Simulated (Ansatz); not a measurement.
**CH3Si (doublet): wave-function methods side by side at distance Si1–C2 = 2.049 Å, cc-pVTZ**

An exercise on one series of results from a longer session: the logs are not shown, and one member is left open.

Program: Ansatz 0.2.0, Gaussian basis. Level of theory: cc-pVTZ, core rule «outside noble gas», up to 6 orbitals frozen. These are calculated values, not measurements.

Plan: UHF; CCSD(T) on ROHF; CCSD(T) on UHF; BCCD(T) on ROHF; CCSDT(Q) on ROHF; CCSDT(Q) on UHF; CASSCF and NEVPT2, 3 electrons in 3 orbitals; CASSCF and NEVPT2, 11 electrons in 11 orbitals.

1 further run of the same task is left out (for a known fault of the program). Runs told in other sessions of the task aren't counted.

## The geometry

The geometry derives from a PBE0/def2-TZVP stationary point (not a proven minimum). One bond is set to the value named and the two fragments are kept rigid.

5 atoms, charge 0, spin multiplicity 2.

Atoms are counted from 1 here; the program's logs count them from 0.

Bond lengths: Si1–C2 2.049 Å, Si1–H3 1.488 Å, Si1–H4 1.488 Å, Si1–H5 1.492 Å. Angles: C2–Si1–H3 112.5°, C2–Si1–H4 112.5°, C2–Si1–H5 101.7°, H3–Si1–H4 109.7°, H3–Si1–H5 110.2°, H4–Si1–H5 110.2°.

The first run:

File in.yaml:

```yaml
crystal:
  periodic: [false, false, false]
  atoms:
    - {symbol: Si, position_ang: [-0.003337, 0.000000, 0.537091]}
    - {symbol: C, position_ang: [0.025325, -0.000001, -1.511709]}
    - {symbol: H, position_ang: [0.629834, -1.216386, 1.114205]}
    - {symbol: H, position_ang: [0.630029, 1.216284, 1.114206]}
    - {symbol: H, position_ang: [-1.468672, 0.000117, 0.819598]}
basis:
  gaussian: {orbitals: cc-pVTZ}
magnetization: {spin_polarized: true, initial_magnetization: 1}
hamiltonian: {xc: hf}
output: {orbitals: {seedname: orbitals}}
```

Run with:

```sh
$ ansatz run in.yaml --threads 1 --pin off --events-out ev --progress --plain --max-ram 2560MiB --backend cpu
```

Steps of the session up to this table: UHF; CCSD(T) on ROHF; CCSD(T) on UHF; BCCD(T) on ROHF; CCSDT(Q) on ROHF; CCSDT(Q) on UHF; CASSCF and NEVPT2, 3 electrons in 3 orbitals; CASSCF and NEVPT2, 11 electrons in 11 orbitals.

One of the session's tables, all rows but one given; the rest of the session is left out.

| method | from RCCSDT(Q) (meV) |
| --- | --- |
| ROHF | +7681.6 |
| UHF | +7283.3 |
| RMP2 | +1557.3 |
| UMP2 | +1657.0 |
| RCCSD | +303.8 |
| UCCSD | +321.7 |
| RCCSD(T) | +55.0 |
| UCCSD(T) | +74.1 |
| BCCD(T) | +54.2 |
| RCCSDT | +10.8 |
| UCCSDT | +10.4 |
| RCCSDT(Q) | 0 |
| UCCSDT(Q) | -4.6 |
| CASSCF pair | +7081.5 |
| NEVPT2 pair | ? |
| CASSCF valence | +5307.7 |
| NEVPT2 valence | +1413.6 |

Estimate the missing values for NEVPT2 pair.

The run gave: from RCCSDT(Q) (meV): +1479.3. In the column «from RCCSDT(Q) (meV)» it lies between NEVPT2 valence (+1413.6) and RMP2 (+1557.3).

To keep in mind: The determinant of HF (⟨S²⟩ 1.38) is far from a pure spin state, so its energy mixes those of several spin states; that is harmless only where they are near-degenerate. The determinant of CCSD(T) (⟨S²⟩ 1.37) is far from a pure spin state, so its energy mixes those of several spin states; high orders of coupled cluster remove much of that, low ones don't. The determinant of CCSDT(Q) (⟨S²⟩ 1.37) is far from a pure spin state, so its energy mixes those of several spin states; high orders of coupled cluster remove much of that, low ones don't. Restricted and unrestricted rows rest on different reference determinants; a gap between their highest levels can come from leftover correlation error, from unlike frozen cores or from another state.
